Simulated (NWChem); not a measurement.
# carbon tetrachloride (CCl4); SMILES ClC(Cl)(Cl)Cl

```xyz
5

Cl     1.3759    -1.1403    -0.0696
C      0.0000     0.0000     0.0000
Cl     0.6164     1.6785     0.0019
Cl    -1.0518    -0.2470    -1.4250
Cl    -0.9405    -0.2914     1.4927
```
Atoms are numbered in this order, from 1.

Results from NWChem. Structure relaxed at the PBE-D3(BJ)/def2-SVP level. Vzz is the largest principal value of the second derivative of the potential at the nucleus (NWChem prints the opposite sign); η is the asymmetry. Non-relativistic.

| level | Vzz Cl5 (a.u.) | η Cl5 | relative time |
|---|---|---|---|
| Hartree-Fock/cc-pVTZ | 4.441 | 0.00 | 30 |
| Hartree-Fock/def2-SVP | 4.234 | 0.00 | 1 |
| PBE0/def2-SVP | 4.065 | 0.00 | 1 |
| PBE0/def2-TZVP | 4.533 | 0.00 | 7 |

The last column is a rough cost ratio, cheapest run = 1.
